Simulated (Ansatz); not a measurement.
Input file:

```yaml
crystal:
  periodic: [false, false, false]
  atoms:
    - {symbol: Ge, position_ang: [0.000000, -0.039495, 0.349357]}
    - {symbol: F, position_ang: [0.000000, 0.079196, -1.391730]}
    - {symbol: H, position_ang: [0.000000, 1.353574, 1.054945]}
basis:
  gaussian: {orbitals: cc-pVDZ}
magnetization: {spin_polarized: true, initial_magnetization: 2}
correlation: {method: ccsdt_q, electrons: outside_noble_gas}
```

```sh
$ ansatz run in.yaml --threads 1 --pin off --events-out ev --progress --plain --max-ram 4096MiB --backend cpu
```

Output:

```
860 factors; integrals over basis functions are off by at most 1.1e-7 eV
mean field evaluation 1: about -59191.5555 eV, gradient 1.7e1 eV
mean field evaluation 2: about -59191.5855 eV, gradient 1.8e1 eV
mean field evaluation 4: about -59193.1639 eV, gradient 2.2e0 eV
mean field evaluation 8: about -59193.2686 eV, gradient 1.8e-1 eV
mean field evaluation 16: about -59192.6521 eV, gradient 1.2e1 eV
mean field evaluation 32: about -59189.5770 eV, gradient 1.7e-1 eV
mean field -59193.26951634 eV, -2175.3125320862 hartree, gradient 6.3e-6 eV, S^2 2.008162; 0 other end points of the search recorded, 0 dependent functions left out
15 core orbitals not correlated: weight in the atoms' cores, before any rotation towards them, 0.950 or more for the frozen orbitals, at most 0.050 for the correlated occupied ones
reference -59193.26951634 eV, -2175.3125320862 hartree; 7, 5 occupied and 24, 26 virtual orbitals, 860 factors
second order -6.82716443 eV of doubles, -0.00000000 eV of singles
cycle   1  -6.93146060 eV  change   -1.0e-1 eV  update   8.6e-2
cycle   2  -7.18525545 eV  change   -2.5e-1 eV  update   4.6e-2
cycle   3  -7.36659613 eV  change   -1.8e-1 eV  update   2.5e-2
cycle   4  -7.37420622 eV  change   -7.6e-3 eV  update   9.6e-3
cycle   5  -7.36731212 eV  change    6.9e-3 eV  update   6.0e-3
cycle   6  -7.36978786 eV  change   -2.5e-3 eV  update   2.5e-3
cycle   7  -7.37186313 eV  change   -2.1e-3 eV  update   1.5e-3
cycle   8  -7.37149879 eV  change    3.6e-4 eV  update   7.1e-4
cycle   9  -7.37117195 eV  change    3.3e-4 eV  update   3.5e-4
cycle  10  -7.37147460 eV  change   -3.0e-4 eV  update   1.7e-4
cycle  11  -7.37131185 eV  change    1.6e-4 eV  update   8.6e-5
cycle  12  -7.37132361 eV  change   -1.2e-5 eV  update   4.2e-5
cycle  13  -7.37133684 eV  change   -1.3e-5 eV  update   1.8e-5
cycle  14  -7.37132888 eV  change    8.0e-6 eV  update   6.9e-6
cycle  15  -7.37132514 eV  change    3.7e-6 eV  update   3.9e-6
cycle  16  -7.37132553 eV  change   -3.8e-7 eV  update   1.9e-6
cycle  17  -7.37132609 eV  change   -5.6e-7 eV  update   1.0e-6
perturbative correction -0.01679314 eV, -0.0006171366 hartree
Total energy: -59200.65763557 eV, -2175.5840404600 hartree
```

For the same geometry and basis UCCSDTQ lies 2.1 meV higher.

Ran on 1 thread of AMD EPYC 7R13, shared host: 13 s wall, 0.33 GiB peak host memory.
